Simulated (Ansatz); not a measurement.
**Which method gave which barrier?**

Saddle point of SiNH₆F, singlet (SiNH₅ ([NH2][SiH3]) + HF → SiNH₄F ([NH2][SiH2][F]) + H₂; bonds formed: Si1–F7, H2–H6; bonds broken: Si1–H2, H6–F7), PBE0-D4/def2-TZVP structure:

```xyz
9
angstrom
Si -0.2754 -0.4261 0.1705
H 1.2339 -1.1502 0.4426
H -0.5843 -1.5974 -0.7074
H -1.0871 -0.6243 1.3876
N -0.4678 0.8509 -0.9172
H 1.3453 -0.3105 0.9242
F 0.8809 0.7509 1.2537
H -0.8081 0.7020 -1.8500
H -0.2372 1.8048 -0.7039
```

Computed with Ansatz 0.2.0 (basis: def2-TZVPP, with def2-QZVPP for the basis limit); correlated methods freeze the cores. Extrapolation: Hartree–Fock as exp(−7.88 √X), correlation as X^−2.97. Four methods, as single points on the PBE0-D4 structures, gave these electronic barriers from the start structure: 88.6, 105.0, 121.9, 174.0 kJ/mol.

(1) The methods were, in alphabetical order, CCSD(T), HF, PBE-D4, PBE0-D4. Which gave which? (A judgement: the text doesn't fix the answer.)

The T1 diagnostic stays at or below 0.013.

Results:

(1) Computed: PBE-D4 88.6; PBE0-D4 105.0; CCSD(T) 121.9; HF 174.0 kJ/mol. For comparison, CCSD(T) at an estimated basis limit (MP2 extrapolated from triple and quadruple zeta, plus CCSD(T) − MP2 in triple zeta) gives 118.5 kJ/mol.

Labels in which every atom is bracketed show which atoms are joined, not bond orders.

For scale, one of the runs: CCSD(T)/def2-TZVPP, 188 basis functions, launched by `ansatz run in.yaml --threads 2 --pin off --events-out ev --progress --plain --max-ram 4352MiB`. Time: 49 s of wall clock on 2 CPU threads of an Arm Neoverse V1; the host was shared. Peak host memory: 2 GiB.
